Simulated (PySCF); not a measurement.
## One molecule, a ladder of functionals, a line

Molecule: `SCCC1CC1`, C5H10S.

Geometry:
```
atom   x (Å)   y (Å)   z (Å)
  S1   2.312   0.296   1.109
  C2   1.744  -0.873  -0.167
  C3   0.241  -1.110  -0.215
  C4  -0.567   0.091  -0.639
  C5  -2.031   0.158  -0.322
  C6  -1.075   1.076   0.378
  H7   1.708   1.391   0.603
  H8   2.269  -1.809   0.077
  H9   2.123  -0.546  -1.148
 H10  -0.104  -1.454   0.774
 H11   0.051  -1.938  -0.921
 H12  -0.271   0.512  -1.608
 H13  -2.707   0.580  -1.070
 H14  -2.460  -0.668   0.254
 H15  -0.843   0.876   1.427
 H16  -1.088   2.137   0.115
```

GIAO shieldings (ppm, equivalent atoms averaged) in PySCF 2.14.0 with density-fitted response routines on the PBE0-D3(BJ)/def2-SVP geometry, basis pcSseg-1, gas phase, non-relativistic:

```tsv
functional	exact exchange (%)	σ(C4)	σ(C5/C6)
BLYP	0	162.8	168.5
BP86	0	167.7	173.0
PBE	0	168.0	173.4
B3LYP	20	168.3	173.2
mPW1PW91	25	173.4	177.6
BHandHLYP	50	175.3	179.2
HF	100	186.0	188.1
```

Question: Fit each shielding as a line in the percentage of exact exchange.

Answer: σ(C4) = 166.2 + 0.20 x (rms 1.9 ppm); σ(C5/C6) = 171.6 + 0.16 x (rms 1.8 ppm). The functionals also differ in their semilocal parts, which the line can't hold; Hartree–Fock has no correlation at all.

Question: What does the line predict for PBE0 (25 %), and what does the run give?

Answer: σ(C4): 171.2 predicted, 174.2 computed; σ(C5/C6): 175.6 predicted, 178.6 computed ppm.
